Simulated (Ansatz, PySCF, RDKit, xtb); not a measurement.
**SiPH4: a search for the lowest isomer**

Task: start from the formula SiPH4 (odd number of electrons), draw up candidate structures, narrow them down in stages, and characterise the one that lies lowest at 298.15 K.

Plan: many cheap relaxations first (GFN2-xTB), then density-functional screening, relaxation at B3LYP-D4/def2-TZVP, vibrations and a final energy. The numbers are computed, not measured.

6 further runs of the same task are left out: 6 set aside as unsound or not needed.

## Step 1: Candidates

A program enumerates the bonding patterns with one Lewis structure each (two rings at most, one unusual centre or charged pair), with their diastereomers. O–O, O–halogen and N–halogen bonds and N–N–N chains are not drawn. That gives 3 candidates.

```
label       SMILES     spin
 c279      [SiH2]P  doublet
 c570   [SiH3][PH]  doublet
 c887  [SiH][P@H3]  doublet
```

Candidates are built by distance geometry, with a force field where one applies, in up to four conformers (letters a to d). 6 starts with atoms placed at random are added, to find patterns that the rules miss.

## Step 2: Cheap relaxation of all starts

All 12 starts are relaxed the same way. One of them, c570b (enumerated, embedded by distance geometry and MMFF94), in full:

File start.xyz:

```xyz
6
c570b
P     -2.425831    -1.133348    -0.531343
Si    -1.477405     0.516830     0.000008
H     -0.684020     0.041132     1.367099
H     -0.365931     0.920516    -0.943950
H     -1.862907     1.711240     0.657958
H     -1.586604    -1.669700    -1.883742
```

Started as:

```sh
$ xtb start.xyz --gfn 2 --opt --uhf 1
```

Log (excerpt; [...] marks lines left out):

```text
* xtb version 6.7.1
[...]
          :  # basis functions                  24          :
[...]
          :  # electrons                        13          :
[...]
          :  Hamiltonian                  GFN2-xTB          :
[...]
          :  net charge                          0          :
          :  unpaired electrons                  1          :
[...]
   *** convergence criteria satisfied after 12 iterations ***
[...]
   *** GEOMETRY OPTIMIZATION CONVERGED AFTER 9 ITERATIONS ***
[...]
   *** convergence criteria satisfied after 3 iterations ***
[...]
         ::                     SUMMARY                     ::
         :::::::::::::::::::::::::::::::::::::::::::::::::::::
         :: total energy              -6.237936011816 Eh    ::
         :: gradient norm              0.000980042666 Eh/a0 ::
         :: HOMO-LUMO gap              3.901140509061 eV    ::
         ::.................................................::
         :: SCC energy                -6.283093317990 Eh    ::
         :: -> isotropic ES            0.011603073445 Eh    ::
         :: -> anisotropic ES          0.000554014240 Eh    ::
         :: -> anisotropic XC          0.004247732468 Eh    ::
         :: -> dispersion             -0.002999743962 Eh    ::
         :: repulsion energy           0.045157306174 Eh    ::
         :: add. restraining           0.000000000000 Eh    ::
         :: total charge              -0.000000000000 e     ::
         :::::::::::::::::::::::::::::::::::::::::::::::::::::
[...]
         7        1.0000           -0.3472333              -9.4487 (HOMO)
         8                         -0.2038691              -5.5476 (LUMO)
[...]
     #   Z          covCN         q      C6AA      α(0)
     1  15 P        1.907    -0.231   191.422    26.138
     2  14 Si       3.684     0.441    98.729    19.035
     3   1 H        0.917    -0.086     5.087     3.528
     4   1 H        0.918    -0.087     5.125     3.541
     5   1 H        0.918    -0.092     5.277     3.593
     6   1 H        0.977     0.054     2.261     2.350
[...]
     #   Z sym  total        # sym  WBO       # sym  WBO       # sym  WBO
 ---------------------------------------------------------------------------
     1  15 P    2.197 --     2 Si   1.074     6 H    0.977
     2  14 Si   3.740 --     1 P    1.074     5 H    0.884     4 H    0.883
                             3 H    0.878
     3   1 H    0.992 --     2 Si   0.878
     4   1 H    0.992 --     2 Si   0.883
     5   1 H    0.992 --     2 Si   0.884
     6   1 H    0.997 --     1 P    0.977
 ---------------------------------------------------------------------------
[...]
molecular dipole:
                 x           y           z       tot (Debye)
 q only:        0.408       0.305       0.070
   full:        0.534       0.264      -0.050       1.519
molecular quadrupole (traceless):
[...]
          | TOTAL ENERGY               -6.237936011816 Eh   |
          | GRADIENT NORM               0.000980042666 Eh/α |
          | HOMO-LUMO GAP               3.901140509061 eV   |
           -------------------------------------------------
[...]
```

It took 0.042 s on 2 threads of Intel Xeon 6975P-C (Granite Rapids), shared host.

## Step 3: Distinct minima at GFN2-xTB

12 of the 12 relaxations converged; 8 ended on a minimum already found. 4 distinct structures remain:

```
label             start  SMILES after     spin  energy (kcal/mol)
 c679  random and drawn    [SiH3][PH]  doublet                0.0
c570b             drawn    [SiH3][PH]  doublet                0.2
 c400  random and drawn       [SiH2]P  doublet                8.1
c887b             drawn   [SiH][P@H3]  doublet               28.0
```

GFN2-xTB has no spin polarisation, so it can't rank spin states and is rough for open shells.

## Step 4: Screening with a density functional

A choice of the minima (the low ones first, few conformers of a pattern, up to a cap) and the lowest that fell apart get a single point at r2SCAN-D4/def2-SVP on the tight-binding geometry, and one at HF/STO-3G for comparison. The first, c679:

File input.yaml:

```yaml
crystal:
  periodic: [false, false, false]
  atoms:
    - symbol: P
      position_ang: [0.924056, -0.316077, -1.105604]
    - symbol: Si
      position_ang: [-0.104876, 1.264746, 0.071854]
    - symbol: H
      position_ang: [1.918607, 0.530311, -1.583728]
    - symbol: H
      position_ang: [-1.184972, 0.615180, 0.809935]
    - symbol: H
      position_ang: [0.825798, 1.909695, 1.001405]
    - symbol: H
      position_ang: [-0.652533, 2.288745, -0.821852]
basis:
  gaussian: {orbitals: def2-SVP}
hamiltonian: {xc: {name: r2SCAN}, dispersion: d4}
scf: {lower_state_search: "off"}
output: {orbitals: {seedname: orbitals}}
magnetization: {spin_polarized: true, initial_magnetization: 1}
```

Started as:

```sh
$ ansatz run input.yaml --threads 2 --pin off --max-ram 4350MiB --events-out events.jsonl --progress --plain --runs-dir runs
```

Log (excerpt; [...] marks lines left out):

```text
Warning: RAYON_NUM_THREADS=2 ignored (pool sized by the plan → 2); use --threads N
Functional definition: r2SCAN
  name "r2SCAN"
[...]
635 factors; their error is unknown
[...]
mean field -17223.44510119 eV, -632.9499329982 hartree, gradient 8.7e-6 eV, S^2 0.756533; 0 other end points of the search recorded, 0 dependent functions left out
reference -17223.44511054 eV, -632.9499333418 hartree; 17, 16 occupied and 39, 40 virtual orbitals, 635 factors
Total energy: -17223.46776271 eV, -632.9507657937 hartree
Checks for a lower state left out: stability, starts, cluster_reference, orbital_swaps, neighbouring_geometries, increment
```

Run time: 0.54 s. Hardware: 2 threads of Intel Xeon 6975P-C (Granite Rapids), shared host.

Relative energies in kcal/mol, each column from its lowest structure that stays in one piece:

```
label       SMILES     spin  GFN2-xTB  HF/STO-3G  r2SCAN-D4/def2-SVP
 c679   [SiH3][PH]  doublet       0.0        0.0                 0.0
c570b   [SiH3][PH]  doublet       0.2        0.5                 0.6
 c400      [SiH2]P  doublet       8.1       17.4                 5.5
c887b  [SiH][P@H3]  doublet      28.0       80.3                38.9
```

## Step 5: Relaxing the best candidates

3 candidates are relaxed at B3LYP-D4/def2-TZVP (chosen among the lowest in one piece). The first, c679:

File input.yaml:

```yaml
crystal:
  periodic: [false, false, false]
  atoms:
    - {symbol: P, position_ang: [0.924056, -0.316077, -1.105604]}
    - {symbol: Si, position_ang: [-0.104876, 1.264746, 0.071854]}
    - {symbol: H, position_ang: [1.918607, 0.530311, -1.583728]}
    - {symbol: H, position_ang: [-1.184972, 0.615180, 0.809935]}
    - {symbol: H, position_ang: [0.825798, 1.909695, 1.001405]}
    - {symbol: H, position_ang: [-0.652533, 2.288745, -0.821852]}
basis:
  gaussian: {orbitals: def2-TZVP}
magnetization: {spin_polarized: true, initial_magnetization: 1}
hamiltonian: {xc: {name: B3LYP}, dispersion: d4}
relax: {f_tol: 0.003}
```

Started as:

```sh
$ ansatz run input.yaml --threads 2 --pin off --max-ram 4350MiB --events-out events.jsonl --progress --plain --runs-dir runs
```

Log (excerpt; [...] marks lines left out):

```text
Warning: RAYON_NUM_THREADS=2 ignored (pool sized by the plan → 2); use --threads N
[...]
Functional definition: B3LYP
  name "B3LYP"
[...]
719 factors; their error is unknown
[...]
mean field -17232.16714807 eV, -633.2704623090 hartree, gradient 1.9e-5 eV, S^2 0.754779; 0 other end points of the search recorded, 0 dependent functions left out
[...]
reference -17232.16738228 eV, -633.2704709162 hartree; 17, 16 occupied and 81, 82 virtual orbitals, 719 factors
relax step   1: F+E_penalty+E_count = -17232.33636989 eV  Δ(F+E_penalty+E_count) = +0.000e0 eV  max|allowed force component| = 8.663e-1 eV/Å  Δτ_max = 0.0000 Å  (28 SCF iters, accepted)
[...]
relax step   5: F+E_penalty+E_count = -17232.37328631 eV  Δ(F+E_penalty+E_count) = -3.563e-5 eV  max|allowed force component| = 7.093e-3 eV/Å  Δτ_max = 0.0107 Å  (29 SCF iters, accepted)
[...]
relax step   6: F+E_penalty+E_count = -17232.37330635 eV  Δ(F+E_penalty+E_count) = -2.004e-5 eV  max|allowed force component| = 4.016e-4 eV/Å  Δτ_max = 0.0046 Å  (28 SCF iters, accepted)
719 factors; their error is unknown
mean field -17232.20524541 eV, -633.2718623606 hartree, gradient 1.7e-5 eV, S^2 0.754839; 1 other end points of the search recorded, 0 dependent functions left out
[...]
reference -17232.20548110 eV, -633.2718710220 hartree; 17, 16 occupied and 81, 82 virtual orbitals, 719 factors
Total energy: -17232.37354203 eV, -633.2780471475 hartree
Atom 0 at     0.963626    -0.365005    -1.094798 Å, force    -0.000002     0.000197     0.000310 eV/Å
Atom 1 at    -0.100735     1.251977     0.074074 Å, force    -0.000139    -0.000387     0.000188 eV/Å
Atom 2 at     1.897962     0.570257    -1.626785 Å, force    -0.000082    -0.000219    -0.000402 eV/Å
Atom 3 at    -1.222830     0.644291     0.825702 Å, force     0.000276     0.000010    -0.000388 eV/Å
Atom 4 at     0.826984     1.900935     1.033660 Å, force    -0.000047     0.000210     0.000343 eV/Å
Atom 5 at    -0.638926     2.290145    -0.839843 Å, force    -0.000006     0.000189    -0.000052 eV/Å
Dipole moment:     0.021715     0.117536     0.007704 e Å
```

It took 6.9 s on 2 threads of Intel Xeon 6975P-C (Granite Rapids), shared host.

Energy change by step (eV): 0.0000, -0.0319, -0.0351, -0.0369, -0.0369, -0.0369.

After the run. Bond lengths: P1–Si2 2.261 Å, P1–H3 1.425 Å, Si2–H4 1.481 Å, Si2–H5 1.484 Å, Si2–H6 1.484 Å. Angles: P1–Si2–H4 109.0°, P1–Si2–H5 110.6°, P1–Si2–H6 110.6°, Si2–P1–H3 91.8°, H4–Si2–H5 109.0°, H4–Si2–H6 109.0°, H5–Si2–H6 108.6°.

## Step 6: Ranking at B3LYP-D4/def2-TZVP

| label | spin | r2SCAN-D4/def2-SVP (kcal/mol) | B3LYP-D4/def2-TZVP, relaxed (kcal/mol) | time | note |
| --- | --- | --- | --- | --- | --- |
| c570b | doublet | 0.6 | 0.0 | 13 s | same minimum as c679 |
| c679 | doublet | 0.0 | 0.0 | 6.9 s |  |
| c400 | doublet | 5.5 | 6.4 | 7.2 s |  |

c570b: Bond lengths: P1–Si2 2.261 Å, Si2–H3 1.484 Å, Si2–H4 1.484 Å, Si2–H5 1.481 Å, P1–H6 1.425 Å. Angles: P1–Si2–H3 110.7°, P1–Si2–H4 110.6°, P1–Si2–H5 109.0°, Si2–P1–H6 91.9°, H3–Si2–H4 108.6°, H3–Si2–H5 109.0°, H4–Si2–H5 109.0°.

c679: Bond lengths: P1–Si2 2.261 Å, P1–H3 1.425 Å, Si2–H4 1.481 Å, Si2–H5 1.484 Å, Si2–H6 1.484 Å. Angles: P1–Si2–H4 109.0°, P1–Si2–H5 110.6°, P1–Si2–H6 110.6°, Si2–P1–H3 91.8°, H4–Si2–H5 109.0°, H4–Si2–H6 109.0°, H5–Si2–H6 108.6°.

c400: Bond lengths: P1–Si2 2.258 Å, P1–H3 1.418 Å, Si2–H4 1.489 Å, P1–H5 1.418 Å, Si2–H6 1.489 Å. Angles: P1–Si2–H4 108.2°, P1–Si2–H6 108.2°, Si2–P1–H3 96.4°, Si2–P1–H5 96.4°, H4–Si2–H6 108.4°, H3–P1–H5 94.7°.

## Step 7: Vibrations and thermal terms

The lowest few in one piece go on as finalists. Harmonic vibrations at B3LYP-D4/def2-TZVP test each finalist and give the zero-point energy and the thermal terms. The first, c679:

File input.yaml:

```yaml
crystal:
  periodic: [false, false, false]
  atoms:
    - {symbol: P, position_ang: [0.963626, -0.365005, -1.094798]}
    - {symbol: Si, position_ang: [-0.100735, 1.251977, 0.074074]}
    - {symbol: H, position_ang: [1.897962, 0.570257, -1.626785]}
    - {symbol: H, position_ang: [-1.222830, 0.644291, 0.825702]}
    - {symbol: H, position_ang: [0.826984, 1.900935, 1.033660]}
    - {symbol: H, position_ang: [-0.638926, 2.290145, -0.839843]}
basis:
  gaussian: {orbitals: def2-TZVP}
total_charge: 0
magnetization: {spin_polarized: true, initial_magnetization: 1}
hamiltonian: {xc: {name: B3LYP}, dispersion: d4}
scf: {lower_state_search: "off"}
phonons: {}
```

Started as:

```sh
$ ansatz run input.yaml --threads 2 --pin off --max-ram 4350MiB --events-out events.jsonl --progress --plain --runs-dir runs
```

Log (excerpt; [...] marks lines left out):

```text
Warning: RAYON_NUM_THREADS=2 ignored (pool sized by the plan → 2); use --threads N
[... 2 set-up lines as earlier in the session ...]
[...]
719 factors; their error is unknown
[...]
mean field -17232.20524497 eV, -633.2718623446 hartree, gradient 3.5e-6 eV, S^2 0.754839; 0 other end points of the search recorded, 0 dependent functions left out
[...]
reference -17232.20548059 eV, -633.2718710034 hartree; 17, 16 occupied and 81, 82 virtual orbitals, 719 factors
[...]
719 factors; their error is unknown
mean field -17232.20524025 eV, -633.2718621709 hartree, gradient 1.2e-6 eV, S^2 0.754839; 0 other end points of the search recorded, 0 dependent functions left out
[...]
reference -17232.20547588 eV, -633.2718708304 hartree; 17, 16 occupied and 81, 82 virtual orbitals, 719 factors
[...]
719 factors; their error is unknown
[...]
reference -17232.20545334 eV, -633.2718700017 hartree; 17, 16 occupied and 81, 82 virtual orbitals, 719 factors
Total energy: -17232.37354153 eV, -633.2780471291 hartree
Atom 0 at     0.963626    -0.365005    -1.094798 Å, force     0.000024     0.000198     0.000302 eV/Å
Atom 1 at    -0.100735     1.251977     0.074074 Å, force    -0.000156    -0.000403     0.000181 eV/Å
Atom 2 at     1.897962     0.570257    -1.626785 Å, force    -0.000100    -0.000223    -0.000406 eV/Å
Atom 3 at    -1.222830     0.644291     0.825702 Å, force     0.000281     0.000030    -0.000383 eV/Å
Atom 4 at     0.826984     1.900935     1.033660 Å, force    -0.000051     0.000211     0.000359 eV/Å
Atom 5 at    -0.638926     2.290145    -0.839843 Å, force     0.000001     0.000188    -0.000053 eV/Å
Dipole moment:     0.021715     0.117535     0.007704 e Å
Vibrations: 181.29 440.15 480.90 492.03 775.68 905.48 945.36 951.17 2207.80 2212.85 2234.52 2354.72 cm⁻¹, zero-point energy 0.879169 eV
Checks for a lower state left out: stability, starts, cluster_reference, orbital_swaps, neighbouring_geometries, increment
```

Run time: 23 s. Hardware: 2 threads of Intel Xeon 6975P-C (Granite Rapids), shared host.

## Step 8: Thermal terms of the finalists

At 298.15 K and 1 atm, ideal gas, rigid rotor and harmonic oscillator:

```
label      SMILES     spin  point group  lowest mode (cm⁻¹)  zero-point (kcal/mol)  G − E (kcal/mol)
 c679  [SiH3][PH]  doublet           Cs                 181                   20.3               3.5
 c400     [SiH2]P  doublet           Cs                 181                   20.4               3.7
```

## Step 9: Last filter: a higher level

Each finalist gets a single point at CCSD(T)/def2-TZVP.

c679, CCSD(T)/def2-TZVP:

Edit input.yaml of step 7 so:

```diff
@@ -10,7 +10,11 @@
 basis:
-  gaussian: {orbitals: def2-TZVP}
-total_charge: 0
-magnetization: {spin_polarized: true, initial_magnetization: 1}
-hamiltonian: {xc: {name: B3LYP}, dispersion: d4}
-scf: {lower_state_search: "off"}
-phonons: {}
+  gaussian:
+    orbitals: def2-TZVP
+scf:
+  omitted_lower_state_checks: [cluster_reference]
+magnetization:
+  spin_polarized: true
+  initial_magnetization: 1
+correlation:
+  method: ccsd_t
+  frozen_orbitals: {P: 5, H: 0, Si: 5}
```

Started as:

```sh
$ ansatz run input.yaml --threads 2 --pin off --max-ram 4350MiB --events-out events.jsonl --progress --plain --runs-dir runs
```

Log (excerpt; [...] marks lines left out):

```text
Warning: RAYON_NUM_THREADS=2 ignored (pool sized by the plan → 2); use --threads N
Functional definition: HF
  name "HF"
[...]
633 factors; integrals over basis functions are off by at most 7.6e-4 eV
[...]
mean field -17197.53253453 eV, -631.9976637376 hartree, gradient 3.3e-6 eV, S^2 0.768003; 0 other end points of the search recorded, 0 dependent functions left out
10 core orbitals not correlated: weight in the atoms' cores, before any rotation towards them, 1.000 or more for the frozen orbitals, at most 0.000 for the correlated occupied ones
reference -17197.53253453 eV, -631.9976637376 hartree; 7, 6 occupied and 81, 82 virtual orbitals, 633 factors
second order -6.63875599 eV of doubles, -0.00000000 eV of singles
cycle   1  -7.57877005 eV  change   -9.4e-1 eV  update   7.6e-2
[...]
cycle  10  -7.94207739 eV  change    3.9e-7 eV  update   7.3e-6
perturbative correction -0.28699128 eV, -0.0105467350 hartree
Total energy: -17205.76160320 eV, -632.3000764336 hartree
Checks for a lower state left out: cluster_reference
```

Run time: 3.6 s. Hardware: 2 threads of Intel Xeon 6975P-C (Granite Rapids), shared host; peak memory 0.54 GiB.

## Step 10: c400 at CCSD(T)/def2-TZVP

File input.yaml:

```yaml
crystal:
  periodic: [false, false, false]
  atoms:
    - symbol: P
      position_ang: [0.879514, -1.356174, -0.147761]
    - symbol: Si
      position_ang: [-0.347477, -0.197910, 1.352990]
    - symbol: H
      position_ang: [2.005505, -1.555726, 0.690454]
    - symbol: H
      position_ang: [-1.732351, -0.067679, 0.820907]
    - symbol: H
      position_ang: [0.304993, -2.623629, 0.123867]
    - symbol: H
      position_ang: [0.237217, 1.166018, 1.478575]
basis:
  gaussian:
    orbitals: def2-TZVP
magnetization:
  spin_polarized: true
  initial_magnetization: 1
correlation:
  method: ccsd_t
  frozen_orbitals: {P: 5, H: 0, Si: 5}
scf:
  omitted_lower_state_checks: [cluster_reference]
```

Started as:

```sh
$ ansatz run input.yaml --threads 2 --pin off --max-ram 4350MiB --events-out events.jsonl --progress --plain --runs-dir runs
```

Log (excerpt; [...] marks lines left out):

```text
Warning: RAYON_NUM_THREADS=2 ignored (pool sized by the plan → 2); use --threads N
[... 2 set-up lines as earlier in the session ...]
[...]
635 factors; integrals over basis functions are off by at most 1.1e-3 eV
[...]
mean field -17197.04278389 eV, -631.9796657338 hartree, gradient 5.0e-6 eV, S^2 0.760853; 0 other end points of the search recorded, 0 dependent functions left out
10 core orbitals not correlated: weight in the atoms' cores, before any rotation towards them, 1.000 or more for the frozen orbitals, at most 0.000 for the correlated occupied ones
reference -17197.04278389 eV, -631.9796657338 hartree; 7, 6 occupied and 81, 82 virtual orbitals, 635 factors
second order -6.82721756 eV of doubles, -0.00000000 eV of singles
cycle   1  -7.70539811 eV  change   -8.8e-1 eV  update   7.8e-2
[...]
cycle  11  -8.06626424 eV  change   -5.2e-6 eV  update   1.1e-5
perturbative correction -0.31514206 eV, -0.0115812571 hartree
Total energy: -17205.42419020 eV, -632.2876767343 hartree
Checks for a lower state left out: cluster_reference
```

Run time: 3.9 s. Hardware: 2 threads of Intel Xeon 6975P-C (Granite Rapids), shared host; peak memory 0.54 GiB.

## Step 11: Free energies and the winner

Energies in kcal/mol from c679; G adds the thermal terms to the CCSD(T)/def2-TZVP energy. The columns left of the relaxed level are at the tight-binding geometries.

```
label      SMILES     spin  GFN2-xTB  HF/STO-3G  r2SCAN-D4/def2-SVP  B3LYP-D4/def2-TZVP  HF/def2-TZVP  MP2/def2-TZVP  CCSD(T)/def2-TZVP    G  share at equilibrium     T1
 c679  [SiH3][PH]  doublet       0.0        0.0                 0.0                 0.0           0.0            0.0                0.0  0.0               100.0 %  0.015
 c400     [SiH2]P  doublet       8.1       17.4                 5.5                 6.4          11.3            6.9                7.8  7.9               < 0.1 %  0.018
```

Lowest found: c679, `[SiH3][PH]`, a doublet of point group Cs. Bond lengths: P1–Si2 2.261 Å, P1–H3 1.425 Å, Si2–H4 1.481 Å, Si2–H5 1.484 Å, Si2–H6 1.484 Å. Angles: P1–Si2–H4 109.0°, P1–Si2–H5 110.6°, P1–Si2–H6 110.6°, Si2–P1–H3 91.8°, H4–Si2–H5 109.0°, H4–Si2–H6 109.0°, H5–Si2–H6 108.6°.

```xyz
6

P     0.9636   -0.3650   -1.0948
Si   -0.1007    1.2520    0.0741
H     1.8980    0.5703   -1.6268
H    -1.2228    0.6443    0.8257
H     0.8270    1.9009    1.0337
H    -0.6389    2.2901   -0.8398
```

[end of part 1 of 2]
